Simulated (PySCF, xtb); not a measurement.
formic acid cation (CH2O2), SMILES O=CO (connectivity only; charge and spin as stated), charge +1, multiplicity 2. The values are those of a single conformer.

Harmonic wavenumbers (cm⁻¹) from xtb with GFN2-xTB at its own minimum, in rising order: 546, 582, 797, 1023, 1034, 1256, 1882, 2018, 3124.

Problem. What does B3LYP-D3(BJ)/def2-TZVP in PySCF give at its own minimum? (Estimate from the structure and the level; the computed values follow.)

Solution. 472, 710, 1007, 1171, 1205, 1374, 1534, 2979, 3573. Paired by order, the mean absolute difference is 290 cm⁻¹ and the zero-point energies are 17.5 and 20.1 kcal/mol.
